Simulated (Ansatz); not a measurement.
Solid iodine was calculated with PBEsol+SOC in Ansatz (plane waves, PAW).

Numerical settings: plane-wave cutoff 520 eV, 8×8×4 k mesh (along the axes of the cell as run), Fermi–Dirac smearing 0.01 eV, PAW data made under PBE.

Cell (measured lattice):

```cif
data_I8
_chemical_formula_sum 'I8'
_space_group_name_H-M_alt 'Cmce'
_space_group_IT_number 64
_space_group_name_Hall '-C 2ac 2'
_cell_length_a 7.25790
_cell_length_b 4.78280
_cell_length_c 9.82380
_cell_angle_alpha 90.000
_cell_angle_beta 90.000
_cell_angle_gamma 90.000
loop_
_space_group_symop_operation_xyz
  'x, y, z'
  '-x, -y, -z'
  '-x+1/2, -y, z+1/2'
  'x+1/2, y, -z+1/2'
  'x, -y, -z'
  '-x, y, z'
  '-x+1/2, y, -z+1/2'
  'x+1/2, -y, z+1/2'
  'x+1/2, y+1/2, z'
  '-x+1/2, -y+1/2, -z'
  '-x, -y+1/2, z+1/2'
  'x, y+1/2, -z+1/2'
  'x+1/2, -y+1/2, -z'
  '-x+1/2, y+1/2, z'
  '-x, y+1/2, -z+1/2'
  'x, -y+1/2, z+1/2'
loop_
_atom_site_label
_atom_site_type_symbol
_atom_site_symmetry_multiplicity
_atom_site_Wyckoff_symbol
_atom_site_fract_x
_atom_site_fract_y
_atom_site_fract_z
_atom_site_occupancy
I1 I 8 f 0.00000 0.15485 0.11750 1
```
(The calculation used a cell of 4 atoms; values per cell refer to that cell.)

Problem. Predict the band gap, smallest direct gap on the k points sampled and Γ–Γ gap.

Solution. 
- band gap: 0.82 eV (indirect)
- smallest direct gap on the k points sampled: 1.09 eV
- Γ–Γ gap: 1.11 eV

Note: cell and atoms aren't relaxed at this level (largest force component 0.40 eV/Å, pressure -0.6 GPa).

The computed numbers hold no vibrational or temperature effects.

Computing time: around 10 core-minutes (rough).

Ansatz is an electronic-structure program.
